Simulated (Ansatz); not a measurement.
Ideal-gas functions of `N=c1sss1` at 298.15 K and 1 bar, from an Ansatz frequency run at PBE0-D4/def2-TZVP.

Molar mass 123.23 g/mol, point group Cs (symmetry number 1), electronic degeneracy 1, moments of inertia 124.423, 177.601, 302.023 u Å². Harmonic wavenumbers (cm⁻¹, unscaled): 109, 344, 396, 499, 519, 532, 597, 702, 825, 1123, 1716, 3541.

Use S(trans) = R[1.5 ln M + 2.5 ln T − 1.1517]; rotational temperatures θ = 24.2544 K / I; S(rot) = R[ln(√π/σ · √(T³/θAθBθC)) + 1.5]; for each mode x = 1.438777 ν̃/T, S = R[x/(eˣ − 1) − ln(1 − e⁻ˣ)] and H = RT x/(eˣ − 1); 1 cm⁻¹ = 0.0119627 kJ/mol; R = 8.31446 J/(mol·K).

Problem. By hand: the entropy, in J/(mol·K).

Solution. Translation 168.9. Rotation: θ = 0.1949, 0.1366, 0.0803 K, giving 113.8. Vibration, mode by mode: 13.75, 4.99, 4.09, 2.76, 2.56, 2.44, 1.90, 1.27, 0.79, 0.24, 0.02, 0.00, in all 34.8. Electronic 0.0. Sum 317.5 J/(mol·K).

Problem. By hand: H − E and G − E in kJ/mol, counted from the electronic energy.

Solution. Zero-point energy ½ × 10903 × 0.0119627 = 65.2; thermal vibration 6.3; translation, rotation and pV give 4 RT = 9.9. H − E = 81.4 kJ/mol, and G − E = 81.4 − 298.15 × 317.5/1000 = -13.3 kJ/mol.

Vibration gives 11 % of the entropy, 13.8 J/(mol·K) of it from the mode under 150 cm⁻¹: soft modes count most, and the harmonic formula is weakest for them. The sum counts one conformer and one mirror image; others add a mixing term.
